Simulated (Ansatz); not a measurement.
Results of LDA (Ansatz, an electronic-structure program, PAW) for bcc Mo.

Settings: plane-wave cutoff 520 eV, 24×24×24 k mesh, Fermi–Dirac smearing 0.05 eV, no spin polarisation, scalar-relativistic PAW data made under PBE.

Computed at the level's own relaxed cell.

Task: What does this level give for the volume per atom, bulk modulus B0, lattice parameter a and pressure derivative B′ of the bulk modulus?

Result: 
volume per atom: 15.06 Å³/atom
bulk modulus B0: 293 GPa
lattice parameter a: 3.111 Å
pressure derivative B′ of the bulk modulus: 4.2

The run finds no gap.

Measured, for comparison: equilibrium volume per atom 15.49 Å³/atom, lattice constant a 3.141 Å (static lattice: zero-point anharmonic expansion removed; as tabulated in Mejia-Rodriguez and Trickey (2018), arXiv:1807.09216); bulk modulus 265 GPa (zero-point energy and finite temperature contributions removed, our sources range from 265 to 278; as tabulated in doi:10.1021/acs.jctc.3c00612). Computed (rounded) less measured: equilibrium volume per atom -2.8 %, bulk modulus +11 % (+5 % to +11 % over the range), lattice constant a -1.0 %.

Computing time: very roughly 60 core-seconds.
